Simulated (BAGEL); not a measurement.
**C3H3NO (SMILES CN=C=C=O) at B3LYP/6-31G(d) (density fitting with qzvpp-jkfit, spherical functions)**

What is the energy change on altering one bond length of C3H3NO at B3LYP/6-31G* (density fitting with qzvpp-jkfit, spherical functions)? 

The calculation is run with BAGEL 1.2.2.

26 further runs of the same task are left out: 26 set aside as unsound or not needed.

## Step 1: The system as given

The species is C3H3NO (8 atoms), meant as a singlet with charge 0. As SMILES, `CN=C=C=O`. The coordinates come from a PBE0-D4/def2-TZVP relaxation.

Bond lengths: C1–N2 1.442 Å, N2–C3 1.252 Å, C3–C4 1.342 Å, C4–O5 1.161 Å, C1–H6 1.094 Å, C1–H7 1.094 Å, C1–H8 1.094 Å. Angles: C1–N2–C3 117.9°, N2–C3–C4 138.0°, C3–C4–O5 157.4°, N2–C1–H6 107.9°, N2–C1–H7 107.9°, N2–C1–H8 114.0°, H6–C1–H7 106.3°, H6–C1–H8 110.2°, H7–C1–H8 110.2°.

## Step 2: A single-point energy at B3LYP/6-31G(d) (density fitting with qzvpp-jkfit, spherical functions)

Input file job.json:

```json
{ "bagel": [

{
  "title": "molecule",
  "basis": "6-31gs.json",
  "df_basis": "qzvpp-jkfit",
  "angstrom": true,
  "geometry": [
    { "atom": "C", "xyz": [      -0.498600,      -0.968500,       0.822100 ] },
    { "atom": "N", "xyz": [       0.538000,      -0.074100,       0.368500 ] },
    { "atom": "C", "xyz": [       0.292400,       0.656100,      -0.619000 ] },
    { "atom": "C", "xyz": [       0.920700,       1.590300,      -1.349700 ] },
    { "atom": "O", "xyz": [       1.060500,       2.380000,      -2.188700 ] },
    { "atom": "H", "xyz": [      -0.702500,      -0.741000,       1.872400 ] },
    { "atom": "H", "xyz": [      -0.097100,      -1.985900,       0.801000 ] },
    { "atom": "H", "xyz": [      -1.421200,      -0.914200,       0.237600 ] }
  ]
},

{ "title": "ks", "xc_func": "b3lyp" },

{ "title": "print", "file": "orbitals.molden", "orbitals": true }

]}
```

The basis set 6-31G* is read from a file made from the Basis Set Exchange's data (not shown).

Started as:

```
$ BAGEL_NUM_THREADS=1 BAGEL job.json > job.out
```

The program printed:

```text
* using 1 threads per process

  ===============================================================
  ===============================================================

  *** Geometry ***

  { "atom" : "C", "xyz" : [     -0.942217,     -1.830200,      1.553544 ] },
  { "atom" : "N", "xyz" : [      1.016673,     -0.140029,      0.696364 ] },
  { "atom" : "C", "xyz" : [      0.552556,      1.239849,     -1.169740 ] },
  { "atom" : "C", "xyz" : [      1.739871,      3.005231,     -2.550563 ] },
  { "atom" : "O", "xyz" : [      2.004055,      4.497548,     -4.136044 ] },
  { "atom" : "H", "xyz" : [     -1.327533,     -1.400287,      3.538323 ] },
  { "atom" : "H", "xyz" : [     -0.183492,     -3.752807,      1.513671 ] },
  { "atom" : "H", "xyz" : [     -2.685679,     -1.727588,      0.448999 ] },

  Number of auxiliary basis functions:      433

  Since a DF basis is specified, we compute 2- and 3-index integrals:
    o Being stored without compression. Storage requirement is 0.020 GB

  Number of basis functions:       76
  Number of electrons      :       36

    * METHOD: MOLECULE                             0.13

  *** Kohn-Sham DFT ***

    * Removing 14051 points whose weight is below 1.00e-10
    * Grid points: 105197

  === Nuclear Repulsion ===
   138.9063142913

       - DIIS with orbital gradients will be used.

  === KS iteration (b3lyp / 6-31gs.json) ===
      0       -211.19744984          0.13820391           0.26
      1       -150.45691505          0.15303834           0.25
      2       -136.25504589          0.22982037           0.30
      3       -222.99546920          0.13169006           0.26
      4       -230.62169799          0.11401131           0.25
      5       -240.26114089          0.07814091           0.25
      6       -244.14167477          0.05770927           0.24
      7       -219.18005149          0.14090406           0.27
      8       -245.08597464          0.04773187           0.25
      9       -245.83486707          0.02018698           0.25
     10       -245.97357060          0.00724503           0.25
     11       -245.98281690          0.00518019           0.25
     12       -245.99009051          0.00139244           0.25
     13       -245.99090955          0.00034673           0.24
     14       -245.99095559          0.00011275           0.24
     15       -245.99096013          0.00003192           0.23
     16       -245.99096021          0.00003138           0.24
     17       -245.99096052          0.00001187           0.25
     18       -245.99096056          0.00000553           0.26
     19       -245.99096057          0.00000104           0.25
     20       -245.99096057          0.00000047           0.25
     21       -245.99096057          0.00000012           0.24
     22       -245.99096057          0.00000014           0.23
     23       -245.99096057          0.00000002           0.24
     24       -245.99096057          0.00000001           0.24
     25       -245.99096057          0.00000000           0.24
    * SCF iteration converged.

    * Permanent dipole moment:
           (    0.414486,     0.566213,    -0.423837) a.u.

    * METHOD: KS                                   6.91

    * METHOD: PRINT                                0.01

  ===============================================================
```

Run time: 7.5 s. Hardware: 1 thread of Intel Xeon 6975P-C (Granite Rapids), shared host; peak memory 0.37 GiB.

## Step 3: The distorted shape, same level

Input file dft.json:

```json
{ "bagel": [

{
  "title": "molecule",
  "basis": "6-31gs.json",
  "df_basis": "qzvpp-jkfit",
  "angstrom": true,
  "geometry": [
    { "atom": "C", "xyz": [      -1.016930,      -1.415726,       1.048913 ] },
    { "atom": "N", "xyz": [       0.538000,      -0.074100,       0.368500 ] },
    { "atom": "C", "xyz": [       0.292400,       0.656100,      -0.619000 ] },
    { "atom": "C", "xyz": [       0.920700,       1.590300,      -1.349700 ] },
    { "atom": "O", "xyz": [       1.060500,       2.380000,      -2.188700 ] },
    { "atom": "H", "xyz": [      -1.220830,      -1.188226,       2.099213 ] },
    { "atom": "H", "xyz": [      -0.615430,      -2.433126,       1.027813 ] },
    { "atom": "H", "xyz": [      -1.939530,      -1.361426,       0.464413 ] }
  ]
},

{
  "title": "ks",
  "xc_func": "b3lyp"
},

{
  "title": "print",
  "file": "orbitals.molden",
  "orbitals": true
}

]}
```

The basis set 6-31G* is read from a file made from the Basis Set Exchange's data (not shown).

Started as:

```
$ BAGEL_NUM_THREADS=1 BAGEL dft.json > dft.out
```

The program printed:

```text
* using 1 threads per process

  ===============================================================
  ===============================================================

  *** Geometry ***

  { "atom" : "C", "xyz" : [     -1.921719,     -2.675334,      1.982158 ] },
  { "atom" : "N", "xyz" : [      1.016673,     -0.140029,      0.696364 ] },
  { "atom" : "C", "xyz" : [      0.552556,      1.239849,     -1.169740 ] },
  { "atom" : "C", "xyz" : [      1.739871,      3.005231,     -2.550563 ] },
  { "atom" : "O", "xyz" : [      2.004055,      4.497548,     -4.136044 ] },
  { "atom" : "H", "xyz" : [     -2.307034,     -2.245422,      3.966938 ] },
  { "atom" : "H", "xyz" : [     -1.162994,     -4.597942,      1.942285 ] },
  { "atom" : "H", "xyz" : [     -3.665181,     -2.572722,      0.877613 ] },

  Number of auxiliary basis functions:      433

  Since a DF basis is specified, we compute 2- and 3-index integrals:
    o Being stored without compression. Storage requirement is 0.020 GB

  Number of basis functions:       76
  Number of electrons      :       36

    * METHOD: MOLECULE                             0.13

  *** Kohn-Sham DFT ***

    * Removing 12789 points whose weight is below 1.00e-10
    * Grid points: 106459

  === Nuclear Repulsion ===
   128.0270185268

       - DIIS with orbital gradients will be used.

  === KS iteration (b3lyp / 6-31gs.json) ===
      0       -205.53115474          0.12955361           0.26
      1       -123.47764127          0.12292979           0.25
      2       -140.74246423          0.19552884           0.35
      3       -220.68476420          0.11237837           0.25
      4       -223.97361696          0.11538314           0.25
      5       -227.41321379          0.09091572           0.24
      6       -227.88923880          0.09175626           0.24
      7       -124.59374618          0.14278650           0.23
      8       -238.54039791          0.06674624           0.24
      9       -245.63420351          0.02588791           0.25
     10       -244.56278594          0.05825418           0.23
     11       -245.90759211          0.00414022           0.24
     12       -245.89632372          0.00628021           0.26
     13       -245.91254947          0.00109794           0.23
     14       -245.91287970          0.00091737           0.23
     15       -245.91322884          0.00019449           0.24
     16       -245.91319220          0.00035414           0.24
     17       -245.91324544          0.00010737           0.26
     18       -245.91324978          0.00003612           0.25
     19       -245.91325019          0.00001658           0.24
     20       -245.91325028          0.00000677           0.23
     21       -245.91325030          0.00000414           0.25
     22       -245.91325030          0.00000164           0.24
     23       -245.91325030          0.00000093           0.23
     24       -245.91325030          0.00000050           0.25
     25       -245.91325030          0.00000012           0.24
     26       -245.91325030          0.00000009           0.23
     27       -245.91325030          0.00000004           0.24
     28       -245.91325030          0.00000002           0.26
     29       -245.91325030          0.00000000           0.25
    * SCF iteration converged.

    * Permanent dipole moment:
           (    0.446383,     0.372516,    -0.180692) a.u.

    * METHOD: KS                                   7.82

    * METHOD: PRINT                                0.01

  ===============================================================
```

It took 8.4 s on 1 thread of Intel Xeon 6975P-C (Granite Rapids), shared host; peak memory 0.38 GiB.

## Step 4: Summary of results

At B3LYP/6-31G* (density fitting with qzvpp-jkfit, spherical functions):

| quantity | value |
| --- | --- |
| first shape: total energy | -245.99096 Eh |
| first shape: dipole moment | 2.08 D |
| first shape: HOMO energy | -5.71 eV |
| first shape: LUMO energy | -2.82 eV |
| first shape: HOMO–LUMO gap | 2.90 eV |
| distorted shape: total energy | -245.91325 Eh |
| distorted shape: dipole moment | 1.55 D |
| distorted shape: HOMO energy | -5.65 eV |
| distorted shape: LUMO energy | -2.99 eV |
| distorted shape: HOMO–LUMO gap | 2.66 eV |
| energy change with the C1–N2 bond stretched from 1.442 to 2.163 Å | 2.115 eV |

One bond (distorted shape) is far stretched, which a spin-restricted single reference describes badly; a broken-symmetry solution may lie lower. With the C1–N2 bond stretched from 1.442 to 2.163 Å the energy rises by 2.11 eV (204 kJ/mol). The first shape isn't relaxed at this level, so the change isn't measured from a minimum. A restricted reference can't describe the breaking bond well at this length.
